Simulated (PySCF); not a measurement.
Breaking a bond: SMILES C#C (C2H2). The C1–H4 bond (C1 also carries C; H4 carries nothing else) is pulled apart rigidly from the PBE0/def2-TZVP optimised geometry.

- UHF/cc-pVDZ (PySCF)
- RHF/cc-pVDZ (PySCF)
- UKS-BHandHLYP = PySCF with unrestricted BHandHLYP/cc-pVDZ
- RKS-BHandHLYP = restricted BHandHLYP/cc-pVDZ run with PySCF
- UKS-B3LYP = unrestricted B3LYP/cc-pVDZ (PySCF)
- RKS-B3LYP = restricted B3LYP/cc-pVDZ in PySCF 2.14.0
- UKS-LDA (SVWN5) = unrestricted LDA (SVWN5)/cc-pVDZ (PySCF)
- RKS-LDA (SVWN5) = restricted LDA (SVWN5)/cc-pVDZ (PySCF 2.14.0)

Scanned distances (Å): 0.80, 0.85, 0.91, 0.95, 0.99, 1.02, 1.06, 1.10, 1.14, 1.17, 1.24, 1.32, 1.45, 1.60, 1.77, 1.94, 2.11, 2.33, 2.62, 2.91, 3.23, 3.72.

Q: Where does the unrestricted solution first break spin symmetry (<S²> of 0.01 or more)?

A: UHF: between 1.45 and 1.60 Å; UKS-BHandHLYP: between 1.77 and 1.94 Å; UKS-B3LYP: between 1.94 and 2.11 Å; UKS-LDA (SVWN5): between 2.11 and 2.33 Å.

```json
[
 {"R / Å": "0.80", "<S²> UHF": "0.00", "E(RHF) − E(UHF) / kcal/mol": "0.0", "<S²> UKS-BHandHLYP": "0.00", "E(RKS-BHandHLYP) − E(UKS-BHandHLYP) / kcal/mol": "0.0", "<S²> UKS-B3LYP": "0.00", "E(RKS-B3LYP) − E(UKS-B3LYP) / kcal/mol": "0.0", "<S²> UKS-LDA (SVWN5)": "0.00", "E(RKS-LDA (SVWN5)) − E(UKS-LDA (SVWN5)) / kcal/mol": "0.0"},
 {"R / Å": "0.85", "<S²> UHF": "0.00", "E(RHF) − E(UHF) / kcal/mol": "0.0", "<S²> UKS-BHandHLYP": "0.00", "E(RKS-BHandHLYP) − E(UKS-BHandHLYP) / kcal/mol": "0.0", "<S²> UKS-B3LYP": "0.00", "E(RKS-B3LYP) − E(UKS-B3LYP) / kcal/mol": "0.0", "<S²> UKS-LDA (SVWN5)": "0.00", "E(RKS-LDA (SVWN5)) − E(UKS-LDA (SVWN5)) / kcal/mol": "0.0"},
 {"R / Å": "0.91", "<S²> UHF": "0.00", "E(RHF) − E(UHF) / kcal/mol": "0.0", "<S²> UKS-BHandHLYP": "0.00", "E(RKS-BHandHLYP) − E(UKS-BHandHLYP) / kcal/mol": "0.0", "<S²> UKS-B3LYP": "0.00", "E(RKS-B3LYP) − E(UKS-B3LYP) / kcal/mol": "0.0", "<S²> UKS-LDA (SVWN5)": "0.00", "E(RKS-LDA (SVWN5)) − E(UKS-LDA (SVWN5)) / kcal/mol": "0.0"},
 {"R / Å": "0.95", "<S²> UHF": "0.00", "E(RHF) − E(UHF) / kcal/mol": "0.0", "<S²> UKS-BHandHLYP": "0.00", "E(RKS-BHandHLYP) − E(UKS-BHandHLYP) / kcal/mol": "0.0", "<S²> UKS-B3LYP": "0.00", "E(RKS-B3LYP) − E(UKS-B3LYP) / kcal/mol": "0.0", "<S²> UKS-LDA (SVWN5)": "0.00", "E(RKS-LDA (SVWN5)) − E(UKS-LDA (SVWN5)) / kcal/mol": "0.0"},
 {"R / Å": "0.99", "<S²> UHF": "0.00", "E(RHF) − E(UHF) / kcal/mol": "0.0", "<S²> UKS-BHandHLYP": "0.00", "E(RKS-BHandHLYP) − E(UKS-BHandHLYP) / kcal/mol": "0.0", "<S²> UKS-B3LYP": "0.00", "E(RKS-B3LYP) − E(UKS-B3LYP) / kcal/mol": "0.0", "<S²> UKS-LDA (SVWN5)": "0.00", "E(RKS-LDA (SVWN5)) − E(UKS-LDA (SVWN5)) / kcal/mol": "0.0"},
 {"R / Å": "1.02", "<S²> UHF": "0.00", "E(RHF) − E(UHF) / kcal/mol": "0.0", "<S²> UKS-BHandHLYP": "0.00", "E(RKS-BHandHLYP) − E(UKS-BHandHLYP) / kcal/mol": "0.0", "<S²> UKS-B3LYP": "0.00", "E(RKS-B3LYP) − E(UKS-B3LYP) / kcal/mol": "0.0", "<S²> UKS-LDA (SVWN5)": "0.00", "E(RKS-LDA (SVWN5)) − E(UKS-LDA (SVWN5)) / kcal/mol": "0.0"},
 {"R / Å": "1.06", "<S²> UHF": "0.00", "E(RHF) − E(UHF) / kcal/mol": "0.0", "<S²> UKS-BHandHLYP": "0.00", "E(RKS-BHandHLYP) − E(UKS-BHandHLYP) / kcal/mol": "0.0", "<S²> UKS-B3LYP": "0.00", "E(RKS-B3LYP) − E(UKS-B3LYP) / kcal/mol": "0.0", "<S²> UKS-LDA (SVWN5)": "0.00", "E(RKS-LDA (SVWN5)) − E(UKS-LDA (SVWN5)) / kcal/mol": "0.0"},
 {"R / Å": "1.10", "<S²> UHF": "0.00", "E(RHF) − E(UHF) / kcal/mol": "0.0", "<S²> UKS-BHandHLYP": "0.00", "E(RKS-BHandHLYP) − E(UKS-BHandHLYP) / kcal/mol": "0.0", "<S²> UKS-B3LYP": "0.00", "E(RKS-B3LYP) − E(UKS-B3LYP) / kcal/mol": "0.0", "<S²> UKS-LDA (SVWN5)": "0.00", "E(RKS-LDA (SVWN5)) − E(UKS-LDA (SVWN5)) / kcal/mol": "0.0"},
 {"R / Å": "1.14", "<S²> UHF": "0.00", "E(RHF) − E(UHF) / kcal/mol": "0.0", "<S²> UKS-BHandHLYP": "0.00", "E(RKS-BHandHLYP) − E(UKS-BHandHLYP) / kcal/mol": "0.0", "<S²> UKS-B3LYP": "0.00", "E(RKS-B3LYP) − E(UKS-B3LYP) / kcal/mol": "0.0", "<S²> UKS-LDA (SVWN5)": "0.00", "E(RKS-LDA (SVWN5)) − E(UKS-LDA (SVWN5)) / kcal/mol": "0.0"},
 {"R / Å": "1.17", "<S²> UHF": "0.00", "E(RHF) − E(UHF) / kcal/mol": "0.0", "<S²> UKS-BHandHLYP": "0.00", "E(RKS-BHandHLYP) − E(UKS-BHandHLYP) / kcal/mol": "0.0", "<S²> UKS-B3LYP": "0.00", "E(RKS-B3LYP) − E(UKS-B3LYP) / kcal/mol": "0.0", "<S²> UKS-LDA (SVWN5)": "0.00", "E(RKS-LDA (SVWN5)) − E(UKS-LDA (SVWN5)) / kcal/mol": "0.0"},
 {"R / Å": "1.24", "<S²> UHF": "0.00", "E(RHF) − E(UHF) / kcal/mol": "0.0", "<S²> UKS-BHandHLYP": "0.00", "E(RKS-BHandHLYP) − E(UKS-BHandHLYP) / kcal/mol": "0.0", "<S²> UKS-B3LYP": "0.00", "E(RKS-B3LYP) − E(UKS-B3LYP) / kcal/mol": "0.0", "<S²> UKS-LDA (SVWN5)": "0.00", "E(RKS-LDA (SVWN5)) − E(UKS-LDA (SVWN5)) / kcal/mol": "0.0"},
 {"R / Å": "1.32", "<S²> UHF": "0.00", "E(RHF) − E(UHF) / kcal/mol": "0.0", "<S²> UKS-BHandHLYP": "0.00", "E(RKS-BHandHLYP) − E(UKS-BHandHLYP) / kcal/mol": "0.0", "<S²> UKS-B3LYP": "0.00", "E(RKS-B3LYP) − E(UKS-B3LYP) / kcal/mol": "0.0", "<S²> UKS-LDA (SVWN5)": "0.00", "E(RKS-LDA (SVWN5)) − E(UKS-LDA (SVWN5)) / kcal/mol": "0.0"},
 {"R / Å": "1.45", "<S²> UHF": "0.00", "E(RHF) − E(UHF) / kcal/mol": "0.0", "<S²> UKS-BHandHLYP": "0.00", "E(RKS-BHandHLYP) − E(UKS-BHandHLYP) / kcal/mol": "0.0", "<S²> UKS-B3LYP": "0.00", "E(RKS-B3LYP) − E(UKS-B3LYP) / kcal/mol": "0.0", "<S²> UKS-LDA (SVWN5)": "0.00", "E(RKS-LDA (SVWN5)) − E(UKS-LDA (SVWN5)) / kcal/mol": "0.0"},
 {"R / Å": "1.60", "<S²> UHF": "0.09", "E(RHF) − E(UHF) / kcal/mol": "0.1", "<S²> UKS-BHandHLYP": "0.00", "E(RKS-BHandHLYP) − E(UKS-BHandHLYP) / kcal/mol": "0.0", "<S²> UKS-B3LYP": "0.00", "E(RKS-B3LYP) − E(UKS-B3LYP) / kcal/mol": "0.0", "<S²> UKS-LDA (SVWN5)": "0.00", "E(RKS-LDA (SVWN5)) − E(UKS-LDA (SVWN5)) / kcal/mol": "0.0"},
 {"R / Å": "1.77", "<S²> UHF": "0.63", "E(RHF) − E(UHF) / kcal/mol": "5.9", "<S²> UKS-BHandHLYP": "0.00", "E(RKS-BHandHLYP) − E(UKS-BHandHLYP) / kcal/mol": "0.0", "<S²> UKS-B3LYP": "0.00", "E(RKS-B3LYP) − E(UKS-B3LYP) / kcal/mol": "0.0", "<S²> UKS-LDA (SVWN5)": "0.00", "E(RKS-LDA (SVWN5)) − E(UKS-LDA (SVWN5)) / kcal/mol": "0.0"},
 {"R / Å": "1.94", "<S²> UHF": "0.93", "E(RHF) − E(UHF) / kcal/mol": "18.2", "<S²> UKS-BHandHLYP": "0.24", "E(RKS-BHandHLYP) − E(UKS-BHandHLYP) / kcal/mol": "1.5", "<S²> UKS-B3LYP": "0.00", "E(RKS-B3LYP) − E(UKS-B3LYP) / kcal/mol": "0.0", "<S²> UKS-LDA (SVWN5)": "0.00", "E(RKS-LDA (SVWN5)) − E(UKS-LDA (SVWN5)) / kcal/mol": "0.0"},
 {"R / Å": "2.11", "<S²> UHF": "1.11", "E(RHF) − E(UHF) / kcal/mol": "33.0", "<S²> UKS-BHandHLYP": "0.52", "E(RKS-BHandHLYP) − E(UKS-BHandHLYP) / kcal/mol": "7.2", "<S²> UKS-B3LYP": "0.29", "E(RKS-B3LYP) − E(UKS-B3LYP) / kcal/mol": "1.8", "<S²> UKS-LDA (SVWN5)": "0.00", "E(RKS-LDA (SVWN5)) − E(UKS-LDA (SVWN5)) / kcal/mol": "0.0"},
 {"R / Å": "2.33", "<S²> UHF": "1.23", "E(RHF) − E(UHF) / kcal/mol": "52.5", "<S²> UKS-BHandHLYP": "0.76", "E(RKS-BHandHLYP) − E(UKS-BHandHLYP) / kcal/mol": "18.0", "<S²> UKS-B3LYP": "0.60", "E(RKS-B3LYP) − E(UKS-B3LYP) / kcal/mol": "8.2", "<S²> UKS-LDA (SVWN5)": "0.25", "E(RKS-LDA (SVWN5)) − E(UKS-LDA (SVWN5)) / kcal/mol": "0.7"},
 {"R / Å": "2.62", "<S²> UHF": "1.30", "E(RHF) − E(UHF) / kcal/mol": "75.8", "<S²> UKS-BHandHLYP": "0.92", "E(RKS-BHandHLYP) − E(UKS-BHandHLYP) / kcal/mol": "33.3", "<S²> UKS-B3LYP": "0.83", "E(RKS-B3LYP) − E(UKS-B3LYP) / kcal/mol": "18.9", "<S²> UKS-LDA (SVWN5)": "0.62", "E(RKS-LDA (SVWN5)) − E(UKS-LDA (SVWN5)) / kcal/mol": "6.2"},
 {"R / Å": "2.91", "<S²> UHF": "1.33", "E(RHF) − E(UHF) / kcal/mol": "95.2", "<S²> UKS-BHandHLYP": "0.99", "E(RKS-BHandHLYP) − E(UKS-BHandHLYP) / kcal/mol": "46.9", "<S²> UKS-B3LYP": "0.93", "E(RKS-B3LYP) − E(UKS-B3LYP) / kcal/mol": "28.9", "<S²> UKS-LDA (SVWN5)": "0.80", "E(RKS-LDA (SVWN5)) − E(UKS-LDA (SVWN5)) / kcal/mol": "12.8"},
 {"R / Å": "3.23", "<S²> UHF": "1.34", "E(RHF) − E(UHF) / kcal/mol": "112.2", "<S²> UKS-BHandHLYP": "1.02", "E(RKS-BHandHLYP) − E(UKS-BHandHLYP) / kcal/mol": "58.9", "<S²> UKS-B3LYP": "0.99", "E(RKS-B3LYP) − E(UKS-B3LYP) / kcal/mol": "37.7", "<S²> UKS-LDA (SVWN5)": "0.90", "E(RKS-LDA (SVWN5)) − E(UKS-LDA (SVWN5)) / kcal/mol": "—"},
 {"R / Å": "3.72", "<S²> UHF": "1.35", "E(RHF) − E(UHF) / kcal/mol": "131.2", "<S²> UKS-BHandHLYP": "1.04", "E(RKS-BHandHLYP) − E(UKS-BHandHLYP) / kcal/mol": "71.9", "<S²> UKS-B3LYP": "1.01", "E(RKS-B3LYP) − E(UKS-B3LYP) / kcal/mol": "47.1", "<S²> UKS-LDA (SVWN5)": "0.97", "E(RKS-LDA (SVWN5)) − E(UKS-LDA (SVWN5)) / kcal/mol": "—"}
]
```

A dash means that the run gave no value there, or that the column was ended at a point which the program doubted or which failed a test of continuity chosen for this set; such a test can also cut sound points.
